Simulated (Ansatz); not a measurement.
Total energies of H₂O₄P− (`O=P([O-])(O)O`).

```xyz
7

O     1.4893    0.8597   -0.0101
P     0.1233    0.3264    0.2324
O    -0.8410    0.8560    1.2317
O    -0.6646    0.3142   -1.2148
O     0.2972   -1.2863    0.5226
H    -1.5933    0.4287   -0.9963
H     1.1890   -1.4987    0.2344
```

The species carries charge -1 and has multiplicity 1. Geometry: relaxed with PBE0-D4/def2-TZVPD. It is one conformer, not always the lowest. Basis def2-TZVPPD, Ansatz 0.2.0.

RPA on PBE orbitals: Hartree–Fock energy of these orbitals -641.62739 Eh, correlation -1.68438 Eh (frozen core).

| functional | kind | energy without D4 (Eh) | D4 term (kJ/mol) |
| --- | --- | --- | --- |
| BLYP | GGA | -643.77503 | -37.5 |
| r2SCANh | meta-GGA hybrid, 10 % | -643.63165 | -4.0 |

Task: Give the same for LDA (SPW92), PBE, revPBE, r2SCAN, B97M-V, PBE0, B3LYP, r2SCAN0, HSE06 (plane-wave form), BHLYP, CAM-B3LYP, LC-ωPBE, ωB97X-V, ωB97M-V, B2PLYP, PBE-QIDH. (Best estimate.)

Result: The calculation gave: 
```csv
functional,kind,energy without D4 (Eh),D4 term (kJ/mol)
LDA (SPW92),LDA,-640.44262,–
PBE,GGA,-643.35245,-16.3
revPBE,GGA,-643.64722,-56.3
r2SCAN,meta-GGA,-643.65396,-3.8
B97M-V,meta-GGA with VV10,-643.63623,–
PBE0,"global hybrid, 25 % exact exchange",-643.37161,-13.5
B3LYP,"global hybrid, 20 %",-643.83431,-26.5
r2SCAN0,"meta-GGA hybrid, 25 %",-643.59960,-4.4
HSE06 (plane-wave form),screened hybrid,-643.35196,-12.4
BHLYP,"global hybrid, 50 %",-643.66711,-18.7
CAM-B3LYP,range-separated hybrid,-643.74349,-13.4
LC-ωPBE,long-range corrected hybrid,-643.54578,–
ωB97X-V,range-separated hybrid GGA with VV10,-643.66259,–
ωB97M-V,range-separated hybrid meta-GGA with VV10,-643.72714,–
B2PLYP,double hybrid,-643.51602,–
PBE-QIDH,double hybrid,-643.25513,–
```

B3LYP takes the VWN-RPA correlation (the form of Gaussian; ORCA's B3LYP/G). HSE06 is the plane-wave form, built on full-range PBE exchange. The double hybrids freeze the cores in their second-order part.

LC-ωPBE has ω = 0.4 bohr⁻¹.
